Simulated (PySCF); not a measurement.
**How methods differ on the ionisation energy of F**

F [He] 2s2 2p5 (2P) → F⁺ [He] 2s2 2p4 (3P), as a difference of total energies. Calculation: PySCF 2.14, in aug-cc-pVDZ; the non-relativistic Hamiltonian (point nucleus). Correlated levels: valence: 1s2 frozen. The calculations carry no spin-orbit coupling.

| method | ionisation energy (eV) | error (eV) |
| --- | --- | --- |
| UHF | 15.767 | -1.660 |
| BP86 | 17.839 | +0.412 |
| MN15 | 17.644 | +0.217 |
| MP2 (valence) | 17.167 | -0.260 |
| SCS-MP2 (valence) | 17.117 | -0.310 |
| CCSD (valence) | 17.085 | -0.342 |
| CCSD(T) (valence) | 17.115 | -0.312 |

Reference: 17.427 eV (measured; NIST levels, between the centres of gravity of the two terms).

Errors of the correlated levels include the incompleteness of this basis and the frozen core.
